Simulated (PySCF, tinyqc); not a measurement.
FCI on RHF in the sto-3g basis, frozen core, for HF, spin multiplicity 1, step by step. The lowest restricted solution is unstable here: a spin-polarised one lies 0.1471 hartree lower (PySCF). One step of it, computed by the program tinyqc.

Question. FCI: roots. Diagonalise (each vector has its largest component positive (the first on a tie)); all determinants have Ms = 0, so triplets appear too. The lowest singlet root is the correlation energy.

Occupation strings over the orbitals (2 doubly, a alpha, b beta, 0 empty; spin orbitals ordered 1a 1b 2a 2b ...): 222220 2222ab 2a222b 2222ba 2b222a 222202 2a22b2 222022 220222 2b22a2 202222

H - E(HF) between determinants (hartree), lower triangle:
```
,222220,2222ab,2a222b,2222ba,2b222a,222202,2a22b2,222022,220222,2b22a2,202222
222220,0.000000
2222ab,0.000000,0.168582
2a222b,0.000000,-0.009513,1.032136
2222ba,0.000000,-0.291355,-0.012374,0.168582
2b222a,0.000000,-0.012374,-0.092133,-0.009513,1.032136
222202,0.291355,0.040444,-0.042375,-0.040444,0.042375,0.350636
2a22b2,-0.012374,0.042375,-0.270541,-0.015389,0.094052,0.031096,1.244282
222022,0.026685,0.026149,0.011987,-0.026149,-0.011987,0.028814,0.011262,0.551910
220222,0.026685,0.026149,0.011987,-0.026149,-0.011987,0.028814,0.011262,0.053770,0.551910
2b22a2,0.012374,-0.015389,0.094052,0.042375,-0.270541,-0.031096,-0.108911,-0.011262,-0.011262,1.244282
202222,0.092133,0.094052,0.005524,-0.094052,-0.005524,0.108911,0.062405,0.194207,0.194207,-0.062405,2.389809
```

Give: lowest roots of this matrix, relative to E(HF); lowest vectors; <S^2> of these roots; weight of the ground state by excitation level 0, 1, 2, ....

Answer.

lowest roots of this matrix, relative to E(HF) (hartree): -0.1678  -0.1237  0.4254  0.4932  0.4981  0.5911  0.8360  0.8604

lowest vectors:
```
,root 1,root 2,root 3,root 4
222220,0.8681,0.0000,-0.2528,0.3625
2222ab,0.0332,0.7069,0.6292,0.2343
2a222b,-0.0122,0.0123,-0.0462,0.0592
2222ba,-0.0332,0.7069,-0.6292,-0.2343
2b222a,0.0122,0.0123,0.0462,-0.0592
222202,-0.4930,0.0000,-0.3576,0.6837
2a22b2,0.0136,-0.0134,-0.0463,0.0000
222022,-0.0109,0.0000,-0.0619,-0.3771
220222,-0.0109,0.0000,-0.0619,-0.3771
2b22a2,-0.0136,-0.0134,0.0463,0.0000
202222,-0.0117,0.0000,-0.0131,-0.0032
```

<S^2> of these roots: 0.0000  2.0000  0.0000  0.0000  0.0000  0.0000  2.0000  0.0000

weight of the ground state by excitation level 0, 1, 2, ...: 0.7537  0.0025  0.2438

The reference has a weight of only 0.75: one determinant is a poor start here. A root of higher spin lies below E(HF).
